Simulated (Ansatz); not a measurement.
# AlN (triplet): B2PLYP, RPA-PBE over a scan of the distance Al1–N2, 6-31G

Aim: run AlN (triplet) with these functionals over a scan of the distance Al1–N2, and hold them against the top wave-function level at the same points.

The runs use Ansatz 0.2.0, Gaussian basis; 6-31G, all electrons in the functionals, frozen cores in the correlation of double hybrids and RPA.

Plan: B2PLYP, RPA-PBE, at 1.406 Å; 1.584 Å; 1.789 Å; 1.963 Å; 2.230 Å; 2.431 Å; 2.917 Å; 3.357 Å; 3.848 Å; 4.930 Å; 5.965 Å.

19 further runs of the same task are left out: 2 for a known fault of the program, 11 that didn't finish, 6 set aside as unsound or not needed.

**1. The system**

The geometry derives from a PBE0/def2-TZVP stationary point (not a proven minimum). One bond is set to the value named and the two fragments are kept rigid.

2 atoms, charge 0, spin multiplicity 3.

Atoms are counted from 1 here; the program's logs count them from 0.

Bond lengths: Al1–N2 1.789 Å.

No dispersion term is added.

The geometry shown and the zero of energy belong to the point 1.789 Å. The yardstick, FCI, and other wave-function levels (R restricted, U unrestricted, valence and pair active spaces) come from earlier runs.

**2. B2PLYP, 1.406 Å**

File in.yaml:

```yaml
crystal:
  periodic: [false, false, false]
  atoms:
    - {symbol: Al, position_ang: [0.000000, 0.000000, 0.000000]}
    - {symbol: N, position_ang: [0.000000, 0.000000, 1.406000]}
basis:
  gaussian: {orbitals: 6-31G}
magnetization: {spin_polarized: true, initial_magnetization: 2}
hamiltonian: {xc: {name: B2PLYP}}
correlation: {electrons: outside_noble_gas}
```

Command:

```bash
$ ansatz run in.yaml --threads 1 --pin off --events-out ev --progress --plain --max-ram 2393MiB
```

Further steps of the session: B2PLYP, 1.584 Å; B2PLYP, 1.789 Å; B2PLYP, 1.963 Å; B2PLYP, 2.230 Å; B2PLYP, 2.431 Å; B2PLYP, 2.917 Å; B2PLYP, 3.357 Å; B2PLYP, 3.848 Å; B2PLYP, 4.930 Å; B2PLYP, 5.965 Å; RPA-PBE, 1.406 Å; RPA-PBE, 1.584 Å; RPA-PBE, 1.789 Å; RPA-PBE, 1.963 Å; RPA-PBE, 2.230 Å; RPA-PBE, 2.431 Å; RPA-PBE, 2.917 Å; RPA-PBE, 3.357 Å; RPA-PBE, 3.848 Å; RPA-PBE, 4.930 Å; RPA-PBE, 5.965 Å.

Q: Predict the results of all the runs planned. Wanted: span of the FCI curve; largest miss, B2PLYP; largest miss, RPA-PBE.

The runs gave:

| quantity | value |
| --- | --- |
| span of the FCI curve | 4.271 eV |
| largest miss, B2PLYP | -0.358 eV (1.406 Å) |
| largest miss, RPA-PBE | -0.114 eV (5.965 Å) |

Of the functionals, RPA-PBE keep the smallest largest miss at the points compared (at most 0.114 eV) and B2PLYP strays most (0.358 eV, at 1.406 Å). B2PLYP, RPA-PBE clearly break the spin symmetry at some points (⟨S²⟩ up to 1.00 above the pure value), so energy there is bought with a mixed spin. Functionals and the yardstick converge differently with the basis, so part of each miss in 6-31G is the basis.
